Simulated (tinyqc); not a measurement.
Inside a calculation. Method: geometry optimisation on the UHF/sto-3g surface (energies and gradients from PySCF), for NH, spin multiplicity 3. Computed by tinyqc, a small Python program that keeps every step (integrals from PySCF). Settings: charge = 0, multiplicity = 3, basis = sto-3g, optimiser = bfgs, first Hessian = 0.15, largest step = 0.3, iteration cap = 30. Command: `OMP_NUM_THREADS=1 python tinyqc.py 30346 30347 out.jsonl` (the two numbers bound the seeds that draw the settings). One thread of a shared host (Intel(R) Xeon(R) Processor @ 2.60GHz), about 0.3 s of CPU time with the checks.

## Step 1: energy and gradient

positions at the start (bohr):
```
         x       y       z
1N  0.0000  0.0000  0.0000
2H  0.0000  0.0000  2.0938
```

Self-consistent energy and analytic gradient at these positions.

energy = -54.263243 hartree

gradient (hartree/bohr):
```
           x         y          z
1N  0.000000  0.000000  -0.021448
2H  0.000000  0.000000   0.021448
```

## Step 1: move

Quasi-Newton step p = -H^(-1) g (first H = 0.15 times the unit matrix); steps longer than 0.3 bohr are cut back.

positions after step 1 (bohr):
```
         x       y       z
1N  0.0000  0.0000  0.1430
2H  0.0000  0.0000  1.9508
```

## Step 2: energy and gradient

As before.

energy = -54.247352 hartree

gradient (hartree/bohr):
```
           x         y          z
1N  0.000000  0.000000   0.155437
2H  0.000000  0.000000  -0.155437
```

## Step 2: move

inverse Hessian in use (bohr^2/hartree), lower triangle:
```
        1       2       3       4       5       6
1  6.6667
2  0.0000  6.6667
3  0.0000  0.0000  3.7375
4  0.0000  0.0000  0.0000  6.6667
5  0.0000  0.0000  0.0000  0.0000  6.6667
6  0.0000  0.0000  2.9292  0.0000  0.0000  3.7375
```

Quasi-Newton step p = -H^(-1) g (the inverse Hessian comes from BFGS updates; coordinates in the order x, y, z of each atom); steps longer than 0.3 bohr are cut back.

positions after step 2 (bohr):
```
         x       y       z
1N  0.0000  0.0000  0.0173
2H  0.0000  0.0000  2.0765
```

## Convergence

Stop when the largest gradient component is below 3e-5 hartree/bohr. The inverse Hessian follows the BFGS update with s = step, y = change of gradient.

Course of the optimisation:

| step | E (hartree) | largest gradient (hartree/bohr) |
|---|---|---|
| 1 | -54.263243 | 2.14e-02 |
| 2 | -54.247352 | 1.55e-01 |
| 3 | -54.263735 | 6.69e-03 |
| 4 | -54.263780 | 1.98e-03 |
| 5 | -54.263784 | 4.19e-05 |
| 6 | -54.263784 | 2.54e-07 |

Final distances (angstrom):

| pair | distance |
|---|---|
| 2H-1N | 1.0819 |

Converged in 6 steps.
